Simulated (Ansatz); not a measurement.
# AlH5Si: the cost of one run

Computed with Ansatz 0.2.0, Gaussian basis. Level: PBE0-D4/def2-TZVP structures, single points in def2-TZVPP, no counterpoise correction.

Levels: SPW92, PBE-D4, BLYP-D4, r2SCAN-D4, B97M-V, PBE0-D4, B3LYP-D4, r2SCAN0-D4, BHLYP-D4, CAM-B3LYP-D4, wB97X-V, wB97M-V, B2PLYP, PBE-QIDH, RPA on PBE, Hartree-Fock, MP2, CCSD, CCSD(T).

Cores are frozen in the correlated methods. B3LYP uses VWN-RPA correlation. B2PLYP carries no dispersion term here.

95 further runs of the same task are left out: 1 that didn't finish, 94 set aside as unsound or not needed.

## 1. The starting structure

The complex: 9 atoms, charge 0, spin multiplicity 1.

Atoms are counted from 1 here; the program's logs count them from 0.

Bond lengths: Al1–H3 1.588 Å, Al1–H4 1.588 Å, Al1–Si6 2.459 Å, H2–H5 0.762 Å, Si6–H7 1.492 Å, Si6–H8 1.492 Å, Si6–H9 1.492 Å. Angles: H3–Al1–H4 119.4°, H3–Al1–Si6 120.0°, H4–Al1–Si6 120.0°, Al1–Si6–H7 112.7°, Al1–Si6–H8 110.0°, Al1–Si6–H9 112.7°, H7–Si6–H8 107.0°, H7–Si6–H9 107.2°, H8–Si6–H9 107.0°.

Coordinates:

```xyz
9

Al   -0.8285   -0.6616   -0.4638
H     0.5804   -0.7265   -2.0981
H    -0.7092   -2.2429   -0.3715
H    -1.8458   -0.0162   -1.4989
H     0.9625   -0.3229   -1.5774
Si    0.2834    0.7548    1.2111
H     0.5702    2.1278    0.7032
H    -0.5893    0.9077    2.4121
H     1.5765    0.1798    1.6832
```

Its parts: AlSiH5 holds atoms 1, 3, 4, 6, 7, 8, 9; H2 holds atoms 2, 5. Each part counts its atoms afresh in its own runs.

## 2. Relaxing AlSiH5 alone

Input file relax-a/in.yaml:

```yaml
crystal:
  periodic: [false, false, false]
  atoms:
    - {symbol: Al, position_ang: [-0.828464, -0.661621, -0.463796]}
    - {symbol: H, position_ang: [-0.709168, -2.242869, -0.371478]}
    - {symbol: H, position_ang: [-1.845807, -0.016247, -1.498909]}
    - {symbol: Si, position_ang: [0.283378, 0.754828, 1.211137]}
    - {symbol: H, position_ang: [0.570164, 2.127785, 0.703202]}
    - {symbol: H, position_ang: [-0.589250, 0.907741, 2.412114]}
    - {symbol: H, position_ang: [1.576454, 0.179847, 1.683244]}
basis:
  gaussian: {orbitals: def2-TZVP}
hamiltonian: {xc: pbe0, dispersion: d4}
relax: {f_tol: 0.005, max_steps: 200}
```

Launch:

```sh
ansatz run in.yaml --threads 2 --pin off --events-out ev --progress --plain --max-ram 4352MiB
```

**Question.** How long does this run take on 2 threads of Intel Xeon 6975P-C, shared host?

About 4.6 s.
